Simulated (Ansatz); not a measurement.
# C₃H₅N: small, medium and large basis sets

How large a basis does C₃H₅N need? Two functionals are run in growing sets.

The runs use Ansatz 0.2.0, Gaussian basis; one geometry, several basis sets.

Plan: PBE0-D4/def2-SVP; ωB97M-V/def2-SVP; PBE0-D4/def2-QZVPP; ωB97M-V/def2-QZVPP; the functionals' def2-TZVPP values are taken from earlier runs.

## Step 1: The relaxed structure

The geometry comes from an earlier relaxation with PBE0-D4 in a triple-zeta def2 set; it is a stationary point, not always the lowest conformer.

SMILES `C#CNC`, 9 atoms, charge 0, spin multiplicity 1.

Atoms are counted from 1 here; the program's logs count them from 0.

Bond lengths: C1–C2 1.204 Å, C1–H5 1.063 Å, C2–N3 1.338 Å, N3–C4 1.453 Å, N3–H6 1.009 Å, C4–H7 1.091 Å, C4–H8 1.090 Å, C4–H9 1.096 Å. Angles: C2–C1–H5 179.1°, C1–C2–N3 177.6°, C2–N3–C4 118.1°, C2–N3–H6 114.2°, C4–N3–H6 114.6°, N3–C4–H7 108.9°, N3–C4–H8 109.0°, N3–C4–H9 113.1°, H7–C4–H8 108.3°, H7–C4–H9 109.1°, H8–C4–H9 108.5°.

## Step 2: PBE0-D4 in def2-SVP

Contents of in.yaml:

```yaml
crystal:
  periodic: [false, false, false]
  atoms:
    - {symbol: C, position_ang: [-0.615832, 0.605454, -2.023858]}
    - {symbol: C, position_ang: [0.009266, 0.441770, -1.008364]}
    - {symbol: N, position_ang: [0.709624, 0.205991, 0.106519]}
    - {symbol: C, position_ang: [0.090020, -0.595806, 1.147722]}
    - {symbol: H, position_ang: [-1.153729, 0.750919, -2.928547]}
    - {symbol: H, position_ang: [1.229340, 1.001910, 0.443870]}
    - {symbol: H, position_ang: [0.825671, -0.788442, 1.929400]}
    - {symbol: H, position_ang: [-0.216318, -1.552120, 0.723226]}
    - {symbol: H, position_ang: [-0.789542, -0.115876, 1.592932]}
basis:
  gaussian: {orbitals: def2-SVP}
hamiltonian: {xc: pbe0, dispersion: d4}
output: {orbitals: {seedname: orbitals}}
```

After this run come: ωB97M-V in def2-SVP; PBE0-D4 in def2-QZVPP; ωB97M-V in def2-QZVPP.

**Question.** What will the summary of the whole plan be? Wanted: PBE0-D4: double and triple zeta above quadruple; ωB97M-V: double and triple zeta above quadruple.

The runs gave:

```
                                       quantity          value
PBE0-D4: double and triple zeta above quadruple  5.49, 0.27 eV
ωB97M-V: double and triple zeta above quadruple  5.72, 0.25 eV
```

What this shows: For PBE0-D4 the step from double to triple zeta gains 5.22 eV and the next only 0.27 eV. These are total energies; as a rule much of such shifts cancels in differences, which this series doesn't test. The LUMO of ωB97M-V is positive and keeps falling with the basis (3.20 to 1.57 eV): an unbound level that the basis holds in place.
